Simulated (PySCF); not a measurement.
Species: C4H11P2 (charge +1).
SMILES with atom numbers: `[CH2:1]=[CH:2][CH2:3][P@H+:4]([CH3:5])[PH2:6]` (hydrogens: H7, H8 on C1; H9 on C2; H10, H11 on C3; H12 on P4; H13, H14, H15 on C5; H16, H17 on P6)

The same species was optimised twice, with GFN2-xTB and with PBE0-D3(BJ)/def2-SVP (PySCF), and the same property calculations (PySCF, gas phase) were run on both structures.

| coordinate | GFN2-xTB | PBE0-D3(BJ)/def2-SVP | change |
| --- | --- | --- | --- |
| P4–P6 (Å) | 2.166 | 2.198 | +0.032 |
| C1=C2 (Å) | 1.320 | 1.334 | +0.014 |
| P4–C5 (Å) | 1.810 | 1.800 | -0.010 |
| C3–P4 (Å) | 1.828 | 1.824 | -0.004 |
| C2–C3 (Å) | 1.502 | 1.499 | -0.003 |
| C3–P4–C5 (°) | 108.0 | 110.2 | +2.2 |
| C3–P4–P6 (°) | 111.3 | 110.0 | -1.3 |
| C2–C3–P4 (°) | 109.6 | 110.8 | +1.2 |
| C5–P4–P6 (°) | 110.2 | 109.6 | -0.6 |
| C1–C2–C3 (°) | 123.7 | 123.8 | +0.1 |
| C1–C2–C3–P4 (°) | 114 | 106 | -8 |
| C2–C3–P4–C5 (°) | -61 | -61 | 0 |

Rotational constants: A = 4691, B = 1135, C = 998.4 MHz (GFN2-xTB) against A = 4565, B = 1136, C = 995.1 MHz (PBE0-D3(BJ)/def2-SVP). Point groups within 0.08 Å: C1 and C1.

On the GFN2-xTB structure: lowest singlet, TDDFT (eV) 6.58 [CAM-B3LYP/def2-SVPD]; isotropic polarisability (au) 93.1 [CAM-B3LYP/def2-SVPD]; HOMO (eV) -13.14 [CAM-B3LYP/def2-SVPD]; LUMO (eV) -4.16 [CAM-B3LYP/def2-SVPD]; HOMO (eV) -11.87 [PBE0/pcSseg-1]; LUMO (eV) -5.33 [PBE0/pcSseg-1]; GIAO shielding of C1 (ppm) 44.7 [PBE0/pcSseg-1]; GIAO shielding of C2 (ppm) 58.9 [PBE0/pcSseg-1]; GIAO shielding of C3 (ppm) 154.0 [PBE0/pcSseg-1]; GIAO shielding of P4 (ppm) 353.9 [PBE0/pcSseg-1]; GIAO shielding of C5 (ppm) 181.8 [PBE0/pcSseg-1]; GIAO shielding of P6 (ppm) 555.5 [PBE0/pcSseg-1].

Task: What do these properties become on the PBE0-D3(BJ)/def2-SVP structure?

Result: 
```tsv
property	level	on GFN2-xTB	on PBE0-D3(BJ)/def2-SVP	change
lowest singlet, TDDFT (eV)	CAM-B3LYP/def2-SVPD	6.58	6.50	-0.08
isotropic polarisability (au)	CAM-B3LYP/def2-SVPD	93.1	95.0	+1.9
HOMO (eV)	CAM-B3LYP/def2-SVPD	-13.14	-13.08	+0.06
LUMO (eV)	CAM-B3LYP/def2-SVPD	-4.16	-4.19	-0.03
energy, GFN2-xTB geometry as zero (kcal/mol)	CAM-B3LYP/def2-SVPD	0.0	-1.5	-1.5
HOMO (eV)	PBE0/pcSseg-1	-11.87	-11.82	+0.05
LUMO (eV)	PBE0/pcSseg-1	-5.33	-5.34	-0.01
energy, GFN2-xTB geometry as zero (kcal/mol)	PBE0/pcSseg-1	0.0	-1.3	-1.3
GIAO shielding of C1 (ppm)	PBE0/pcSseg-1	44.7	40.3	-4.4
GIAO shielding of C2 (ppm)	PBE0/pcSseg-1	58.9	57.3	-1.6
GIAO shielding of C3 (ppm)	PBE0/pcSseg-1	154.0	153.9	-0.1
GIAO shielding of P4 (ppm)	PBE0/pcSseg-1	353.9	348.8	-5.1
GIAO shielding of C5 (ppm)	PBE0/pcSseg-1	181.8	181.4	-0.4
GIAO shielding of P6 (ppm)	PBE0/pcSseg-1	555.5	529.9	-25.6
```

The heavy atoms differ by 0.034 Å rms after alignment. Among bonds between heavy atoms P4–P6 changes most (+0.032 Å). Changes are differences of the printed values. Neither structure is proved a minimum here. Geometry: PBE0-D3(BJ)/def2-SVP, one conformer, isolated ion.

Shape of the structure used: `[CH2:1]=[CH:2][CH2:3][P@H+:4]([CH3:5])[PH2:6]`: C1–C2–C3–P4 106°, C2–C3–P4–C5 -61°, H–P6–P4–C3 -72°, H–P6–P4–C3 -167°.
